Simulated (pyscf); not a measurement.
Optimised with ωB97X-D3(BJ)/def2-SVP in PySCF.

Question: For the elementary gas-phase step `[ClH]` + `[CH2][CH2][Cl]` [doublet] → `[Cl][CH2][CH2][Cl]` + `[H]` [doublet] (doublet surface; Cl–H broken, C–Cl formed), what barrier and reaction energy does ωB97M-D3(BJ)/def2-TZVP give, measured from the separated reactants?

Answer: ΔE‡ = 128.9 kJ/mol, ΔE = +81.5 kJ/mol. Zero-point energy shifts the barrier by -1.6 kJ/mol. It is an atom transfer, with an imaginary mode of 1153i cm⁻¹. One saddle was located; it need not be the lowest between these sides. The angle at the transferred Cl is 179°.
